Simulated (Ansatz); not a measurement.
All values below come from frozen-core CCSD(T)/cc-pVTZ // CAM-B3LYP-D3(BJ)/def2-TZVP (Ansatz, an electronic-structure program).

Ansatz 0.2 input:
```yaml
crystal:
  periodic: [false, false, false]
  atoms:
    - { symbol: C, position_ang: [1.530619, -0.153981, 0.106448] }
    - { symbol: C, position_ang: [0.215974, -0.021727, 0.015] }
    - { symbol: C, position_ang: [-0.44932, 1.319016, -0.051731] }
    - { symbol: C, position_ang: [-0.704639, -1.202928, -0.028572] }
    - { symbol: H, position_ang: [1.999064, -1.128752, 0.154044] }
    - { symbol: H, position_ang: [2.184999, 0.707835, 0.137179] }
    - { symbol: H, position_ang: [-1.031454, 1.41638, -0.971646] }
    - { symbol: H, position_ang: [-1.150296, 1.44447, 0.777423] }
    - { symbol: H, position_ang: [0.274486, 2.131387, -0.015598] }
    - { symbol: H, position_ang: [-1.415011, -1.170261, 0.801433] }
    - { symbol: H, position_ang: [-1.296166, -1.198359, -0.947636] }
    - { symbol: H, position_ang: [-0.158257, -2.14308, 0.023656] }
basis:
  gaussian: { orbitals: cc-pVTZ }
correlation:
  method: ccsd_t
```

Output:

```
Functional definition: HF
1299 factors; integrals over basis functions are off by at most 9.6e-4 eV
mean field evaluation 1: about -4246.2681 eV, gradient 3.4e1 eV
mean field evaluation 2: about -4246.2687 eV, gradient 3.4e1 eV
mean field evaluation 4: about -4249.5254 eV, gradient 3.4e0 eV
mean field evaluation 8: about -4249.5679 eV, gradient 1.9e-4 eV
mean field evaluation 16: about -4249.5699 eV, gradient 2.5e-1 eV
mean field -4249.56786887 eV, -156.1687387206 hartree, gradient 3.2e-6 eV, S^2 0.000000; 0 other end points of the search recorded, 0 dependent functions left out
4 core orbitals not correlated
reference -4249.56786887 eV, -156.1687387206 hartree; 12, 12 occupied and 216, 216 virtual orbitals, 1299 factors
second order -18.64064974 eV of doubles, -0.00000000 eV of singles
cycle   1  -19.26087835 eV  change   -6.2e-1 eV  update   8.5e-2
cycle   2  -19.73508873 eV  change   -4.7e-1 eV  update   2.6e-2
cycle   3  -19.81272751 eV  change   -7.8e-2 eV  update   1.1e-2
cycle   4  -19.81057284 eV  change    2.2e-3 eV  update   2.9e-3
cycle   5  -19.81130827 eV  change   -7.4e-4 eV  update   9.8e-4
cycle   6  -19.81135246 eV  change   -4.4e-5 eV  update   2.7e-4
cycle   7  -19.81130664 eV  change    4.6e-5 eV  update   8.1e-5
cycle   8  -19.81132368 eV  change   -1.7e-5 eV  update   3.3e-5
cycle   9  -19.81132339 eV  change    2.9e-7 eV  update   9.2e-6
perturbative correction -0.82104500 eV, -0.0301728474 hartree
Total energy: -4270.20023727 eV, -156.9269642741 hartree
```

Cost: about 2.4 core-minutes (a rough figure).
